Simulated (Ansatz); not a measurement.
System: 3C-SiC. Method: r²SCAN (PAW; Ansatz, an electronic-structure program).

Total energies, extrapolated to zero smearing (they compare only within this program, potentials and cutoff; free atoms with spin allowed, lowest state found):

```
system           energy (eV/atom)
---------------  ----------------
3C-SiC, relaxed         -445.6674
free Si atom            -634.3987
free C atom             -244.0546
```

**Question.** Work out the cohesive energy per atom.

**Answer.** E_coh = [1 × (-634.3987) + 1 × (-244.0546)]/2 − (-445.6674) = 6.44 eV/atom. The reference value is 6.48 eV/atom (measured, static lattice: zero-point vibration energy added; as tabulated in Mejia-Rodriguez and Trickey (2018), arXiv:1807.09216), a difference of -0.04 eV/atom.

The PAW data were made under PBE.
